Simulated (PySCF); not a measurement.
# A series of derivatives of Cyclopropenone

Parent skeleton `[O:1]=[c:2]1[cH:3][cH:4]1`; one hydrogen on atom 3 is replaced by X. Hydrogens on one atom are averaged.

PySCF 2.14 calculation with geometry: GFN2-xTB and PBE0/pcSseg-1 with gauge-including orbitals; one computed conformer, no solvent model, non-relativistic Hamiltonian.

Referencing at the same level of theory: 17O (336.08 ppm) vs H2O; 13C (186.93 ppm) and 1H (31.72 ppm) vs TMS.

Parent (X = H): O1 323.9, C2 149.6, C3 172.7, C4 172.7, H(C4) 9.39 ppm. Effects are Δδ = δ(X) − δ(H), positive for deshielding.

Known members:
| X | O1 | C2 | C3 | C4 | H(C4) |
| --- | --- | --- | --- | --- | --- |
| SCF3 | -14.7 | -3.2 | +2.1 | -33.3 | -1.22 |

Four more derivatives gave (Δδ, ppm):
```json
{"compound": "1", "O1": "+5.4", "C2": "+2.2", "C3": "+0.1", "C4": "-17.5", "H(C4)": "-0.73"}
{"compound": "2", "O1": "-28.3", "C2": "-6.9", "C3": "-2.4", "C4": "-47.3", "H(C4)": "-2.77"}
{"compound": "3", "O1": "-25.5", "C2": "-10.6", "C3": "-5.8", "C4": "-36.0", "H(C4)": "-2.24"}
{"compound": "4", "O1": "-22.1", "C2": "-0.8", "C3": "+0.8", "C4": "-30.9", "H(C4)": "-1.35"}
```

Task: Their substituents are OCHF2, OCHO, SH, vinyl. Which is which?

Result: 1: X = vinyl (C=Cc1cc1=O); 2: X = OCHF2 (O=c1cc1OC(F)F); 3: X = OCHO (O=COc1cc1=O); 4: X = SH (O=c1cc1S).

Unscaled 17O shifts of doubly bonded oxygen tend to come out too high, by tens of ppm or more. Experimental scales use liquid or dissolved standards, which lie at an offset from isolated H2O (liquid H2O: subtract about 36 ppm).
